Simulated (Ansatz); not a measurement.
Two isomers of C2H3FO: A = `CC(=O)F`, B = `O/C=C\F`.

Calculated with Ansatz (gas phase, PBE0-D4/def2-TZVP geometries, no zero-point term in ΔE). CBS: MP2 limit from def2 TZ/QZ plus the TZ coupled-cluster correction, frozen cores. Functionals use def2-TZVPP. One conformer a species, not always the lowest.

Q: Which isomer does CCSD(T)/CBS put lower? Give the gap. (Estimate.)

A: Ansatz gave: A, by 130.9 kJ/mol.

Q: Give E(B) − E(A) in kJ/mol with CCSD(T)/def2-TZVPP, HF/def2-TZVPP, CCSD/def2-TZVPP, MP2/def2-TZVPP, ωB97M-V, CCSD(T)/def2-SVP, LDA (SPW92). (Estimate.)

A: The calculation gave: CCSD(T)/def2-TZVPP 136.8, HF/def2-TZVPP 145.3, CCSD/def2-TZVPP 136.5, MP2/def2-TZVPP 144.4, ωB97M-V 137.1, CCSD(T)/def2-SVP 153.2, LDA (SPW92) 126.9. None reverses the order clearly.

Q: Does the order hold for the free energy at 298.15 K (harmonic terms from PBE0-D4)? (An estimate is asked.)

A: The calculation gave: Yes: G(B) − G(A) = +133.8 kJ/mol, for one conformer each.

Largest T1 diagnostic: 0.014.

Leaving LDA and LC-ωPBE aside and taking each functional with its dispersion term where it has one, the values, not all of them listed here, spread over 9.1 kJ/mol, from BLYP-D4 to ωB97X-V. LDA lies −7.9 kJ/mol from PBE without D4. At CCSD(T), def2-SVP lies +22.3 kJ/mol from the extrapolated value and def2-TZVPP +5.9 kJ/mol.
